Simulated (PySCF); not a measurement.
Simulated outer-valence photoelectron spectrum of `CC(=S)CCl`. Method used: EOM-IP-CCSD/aug-cc-pVDZ in PySCF, restricted Hartree–Fock reference, frozen core, non-relativistic, gas phase, PBE0-D3(BJ)/def2-SVP geometry.

Each root has a Gaussian of 0.6 eV full width with its one-hole share as area; cross sections and vibrations are left out, and the highest printed point is 100.

```tsv
ionisation energy (eV)	intensity
8.0	0
8.2	2
8.4	11
8.6	33
8.8	50
9.0	41
9.2	18
9.4	4
9.6	1
9.8	0
10.0	1
10.2	7
10.4	25
10.6	47
10.8	51
11.0	48
11.2	71
11.4	100
11.6	84
11.8	39
12.0	10
12.2	2
12.4	5
12.6	20
12.8	43
13.0	50
13.2	38
13.4	37
13.6	49
13.8	46
14.0	28
14.2	24
14.4	41
14.6	53
14.8	48
15.0	49
15.2	52
15.4	36
15.6	14
15.8	3
16.0	0
```

Task: Where are the maxima, and how many lines lie under the curve?

Result: 7 maxima, at 8.8, 10.7, 11.4, 13.0, 13.7, 14.6 and 15.2 eV, from 8 lines. At this width some lines have no maximum of their own.

Task: List the lines with their holes.

Result: 
| E (eV) | leading hole (HF orbital) | area | Koopmans (eV) |
| --- | --- | --- | --- |
| 8.84 | HOMO | 0.95 | 9.53 |
| 10.70 | HOMO-1 | 0.95 | 10.80 |
| 11.43 | HOMO-2 | 0.95 | 12.38 |
| 11.47 | HOMO-3 | 0.95 | 12.50 |
| 12.94 | HOMO-4 | 0.95 | 13.98 |
| 13.69 | HOMO-5 | 0.95 | 15.04 |
| 14.57 | HOMO-6 | 0.95 | 15.72 |
| 15.20 | HOMO-7 | 0.94 | 16.41 |

The widest gap, 1.86 eV, lies between 8.84 and 10.70 eV. Only orbitals with −ε under 21 eV, eight at most, were ionised, so the high end of the curve may lack lines.

Shape of the structure used: `[CH3:1][C:2](=[S:3])[CH2:4][Cl:5]`: C1–C2–C4–Cl5 38°.

One conformer stands for the species.
